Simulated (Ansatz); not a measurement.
The input, for Ansatz 0.2.0:

```yaml
crystal:
  periodic: [false, false, false]
  atoms:
    - {symbol: Zr, position_ang: [0.000000, 0.000000, 0.000000]}
    - {symbol: Cl, position_ang: [0.000000, 0.000000, 2.304496]}
basis:
  gaussian: {orbitals: def2-SVP}
magnetization: {spin_polarized: false, initial_magnetization: 1}
correlation: {method: ccsdt_q, electrons: outside_noble_gas}
```

```sh
$ ansatz run in.yaml --threads 1 --pin off --events-out ev --progress --plain --max-ram 2393MiB
```

Problem. Roughly how long does this take on 1 thread of Arm Neoverse V1, shared host, and how much host memory?

Solution. 69 s wall and 0.5 GiB.

```
832 factors; integrals over basis functions are off by at most 2.4e-7 eV
mean field evaluation 1: about -13763.5601 eV, gradient 1.7e1 eV
mean field evaluation 2: about -13763.5655 eV, gradient 1.7e1 eV
mean field evaluation 4: about -13765.2427 eV, gradient 2.0e0 eV
mean field evaluation 8: about -13765.2974 eV, gradient 2.3e-1 eV
mean field evaluation 16: about -13764.4425 eV, gradient 9.6e-1 eV
mean field evaluation 32: about -13765.2988 eV, gradient 1.0e-1 eV
mean field evaluation 64: about -13764.8089 eV, gradient 1.6e-1 eV
mean field evaluation 96: about -13763.5661 eV, gradient 9.9e-1 eV
mean field evaluation 128: about -13765.2904 eV, gradient 3.9e-1 eV
mean field evaluation 160: about -13764.1917 eV, gradient 9.0e-1 eV
...
cycle  32  -6.07066932 eV  change   -2.9e-6 eV  update   4.3e-6
cycle  33  -6.07066762 eV  change    1.7e-6 eV  update   3.1e-6
cycle  34  -6.07066676 eV  change    8.5e-7 eV  update   2.3e-6
cycle  35  -6.07066609 eV  change    6.8e-7 eV  update   1.7e-6
cycle  36  -6.07066524 eV  change    8.4e-7 eV  update   1.2e-6
cycle  37  -6.07066546 eV  change   -2.2e-7 eV  update   8.8e-7
cycle  38  -6.07066573 eV  change   -2.8e-7 eV  update   6.6e-7
cycle  39  -6.07066601 eV  change   -2.7e-7 eV  update   5.3e-7
cycle  40  -6.07066629 eV  change   -2.9e-7 eV  update   4.3e-7
cycle  41  -6.07066663 eV  change   -3.3e-7 eV  update   3.3e-7
perturbative correction -0.01193151 eV, -0.0004384747 hartree
Total energy: -13771.38176998 eV, -506.0889454689 hartree
```
